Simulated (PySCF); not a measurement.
formic acid (CH2O2), SMILES O=CO.

The structure is a stationary point at PBE0-D3(BJ)/def2-TZVP. The values are those of a single conformer.

The numbers are results of PySCF with PBE0-D3(BJ)/def2-TZVP, not measurements.

Harmonic, unscaled wavenumbers; measured fundamentals usually lie a few per cent lower.

Computed vibrational spectrum:
```csv
mode,ν (cm⁻¹),IR (km/mol),Raman (Å⁴/amu),depolarisation,moving atoms (share of kinetic energy)
1,636,47.9,3.6,0.47,"O 56 %, H 25 %, C 19 %"
2,693,145.5,0.9,0.75,"H 79 %, O 14 %"
3,1063,1.5,1.2,0.75,"H 60 %, C 35 %"
4,1150,241.8,2.0,0.23,"O 53 %, H 31 %, C 16 %"
5,1318,19.0,0.9,0.35,"H 48 %, C 40 %, O 12 %"
6,1405,3.2,7.0,0.61,"H 88 %, O 11 %"
7,1854,368.1,8.4,0.17,"C 59 %, O 37 %"
8,3063,44.2,113.6,0.26,"H 92 %, C 8 %"
9,3765,63.2,70.8,0.24,H 94 %
```
